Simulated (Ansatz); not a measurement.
Two isomers of C5H10O2: A = `CCC(C)C(=O)O`, B = `CC1OCCCO1`.

Gas-phase electronic energies from Ansatz, PBE0-D4/def2-TZVP geometries. CCSD(T)/CBS adds triple-zeta CCSD(T) − MP2 to the extrapolated MP2 energy (def2 sets, frozen cores). DFT in def2-TZVPP. B3LYP here is the variant with VWN-RPA as its local correlation; programs differ in this. Each species was taken in one conformer, which may not be the lowest.

Which is lower in electronic energy at CCSD(T)/CBS, and by how much? (An estimate is asked.)

The calculation gave: A, by 123.6 kJ/mol.

Give E(B) − E(A) in kJ/mol with PBE0-D4, B3LYP, r2SCAN-D4, HF/def2-TZVPP, B2PLYP, MP2/def2-TZVPP, CCSD(T)/def2-TZVPP. (Best estimate.)

The calculation gave: PBE0-D4 119.5, B3LYP 132.7, r2SCAN-D4 128.7, HF/def2-TZVPP 129.0, B2PLYP 133.0, MP2/def2-TZVPP 132.4, CCSD(T)/def2-TZVPP 124.0. None reverses the order clearly.

Largest T1 diagnostic: 0.013.

From PBE to PBE0 (25 % exact exchange), in def2-TZVPP and without D4, E(B) − E(A) moves by −10.3 kJ/mol. The D4 term adds −3.9 kJ/mol with B3LYP and −1.7 kJ/mol with PBE0; it sums over pairs of atoms, weighted by their polarisabilities, and B3LYP, whose exchange is more repulsive, gets the larger term.
